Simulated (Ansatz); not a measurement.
Input file:

```yaml
crystal:
  periodic: [false, false, false]
  atoms:
    - {symbol: B, position_ang: [0.000000, 0.000000, 2.129797]}
    - {symbol: B, position_ang: [0.000000, 0.000000, -2.643203]}
    - {symbol: H, position_ang: [0.000000, 1.023985, 2.753353]}
    - {symbol: H, position_ang: [0.000000, -1.023985, 2.753353]}
basis:
  gaussian: {orbitals: cc-pVTZ}
correlation: {method: sc_nevpt2, electrons: outside_noble_gas, active_space: {window: {electrons: 2, orbitals: 2}}}
```

```sh
$ ansatz run in.yaml --threads 2 --pin off --events-out ev --progress --plain --max-ram 16896MiB --backend cuda --devices 0, --max-vram 18GiB
```

The program prints:

```
500 factors; integrals over basis functions are off by at most 7.1e-4 eV
mean field evaluation 1: about -1361.1556 eV, gradient 1.7e1 eV
mean field evaluation 2: about -1361.1554 eV, gradient 1.7e1 eV
mean field evaluation 4: about -1362.5330 eV, gradient 1.0e1 eV
mean field evaluation 8: about -1364.5491 eV, gradient 8.2e0 eV
mean field evaluation 16: about -1364.9093 eV, gradient 1.1e-6 eV
mean field evaluation 32: about -1363.7179 eV, gradient 5.5e0 eV
mean field evaluation 64: about -1364.9093 eV, gradient 1.0e-6 eV
mean field -1364.90926022 eV, -50.1594901445 hartree, gradient 1.0e-6 eV, S^2 0.000000; 7 other end points of the search recorded, 0 dependent functions left out; unrestricted orbitals would lower it
reference -1364.90926022 eV, -50.1594901445 hartree; 6, 6 occupied and 82, 82 virtual orbitals, 500 factors
state -1368.33996878 eV, -50.2855663584 hartree
state -1368.33996878 eV, -50.2855663584 hartree; corrected -1371.94462961 eV, -50.4180352007 hartree
Total energy: -1371.94462961 eV, -50.4180352007 hartree
```

For the same geometry and basis UCCSDT(Q) lies 1158.3 meV lower.

Ran on 2 threads of AMD EPYC 7R13 with a shared H100 80 GB, shared host: 3.1 s wall, 0.77 GiB peak host memory.
